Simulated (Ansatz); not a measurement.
# BHClF (singlet): from Hartree-Fock to the top rungs, cc-pVDZ

An exercise on one series of results from a longer session: the logs are not shown, and one member is left open.

Computed with Ansatz 0.2.0, Gaussian basis. Level: cc-pVDZ, core rule «outside noble gas», up to 7 orbitals frozen.

The runs, in order: UHF; CCSD(T) on RHF; BCCD(T) on RHF; CISD; CCSDT(Q) on RHF.

9 further runs of the same task are left out: 1 for a known fault of the program, 1 that didn't finish, 7 set aside as unsound or not needed. Runs told in other sessions of the task aren't counted.

## What is computed

The geometry is a PBE0/def2-TZVP stationary point (not a proven minimum).

4 atoms, charge 0, spin multiplicity 1.

Atoms are counted from 1 here; the program's logs count them from 0.

Bond lengths: Cl1–B2 1.742 Å, B2–F3 1.311 Å, B2–H4 1.190 Å. Angles: Cl1–B2–F3 119.0°, Cl1–B2–H4 120.7°, F3–B2–H4 120.4°.

Set-up of the first run:

The input, in.yaml:

```yaml
crystal:
  periodic: [false, false, false]
  atoms:
    - {symbol: Cl, position_ang: [0.000000, -0.064271, 1.047363]}
    - {symbol: B, position_ang: [0.000000, 0.556722, -0.580490]}
    - {symbol: F, position_ang: [0.000000, -0.288608, -1.582626]}
    - {symbol: H, position_ang: [0.000000, 1.729234, -0.782892]}
basis:
  gaussian: {orbitals: cc-pVDZ}
magnetization: {spin_polarized: true, initial_magnetization: 0}
hamiltonian: {xc: hf}
output: {orbitals: {seedname: orbitals}}
```

Started as:

```
$ ansatz run in.yaml --threads 1 --pin off --events-out ev --progress --plain --max-ram 2393MiB
```

Among the steps run: UHF; CCSD(T) on RHF; BCCD(T) on RHF; CISD; CCSDT(Q) on RHF.

One of the session's tables, all rows but one given; the rest of the session is left out.

| method | from RCCSDT(Q) (meV) |
| --- | --- |
| RHF | +11884.2 |
| RMP2 | +873.9 |
| CISD | +1375.2 |
| RCCSD | +280.4 |
| RCCSD(T) | +38.3 |
| BCCD(T) | +33.4 |
| RCCSDT | ? |
| RCCSDT(Q) | 0 |

Q: Estimate the row for RCCSDT from the others.

**Answer.** from RCCSDT(Q) (meV): +21.9. In the column «from RCCSDT(Q) (meV)» it lies between RCCSDT(Q) (0) and BCCD(T) (+33.4).

With the free atoms at the same levels and basis (separate runs), the atomisation energy is 14.409 eV at RCCSDT(Q), 14.395 eV at RCCSD(T), 11.788 eV at RHF.
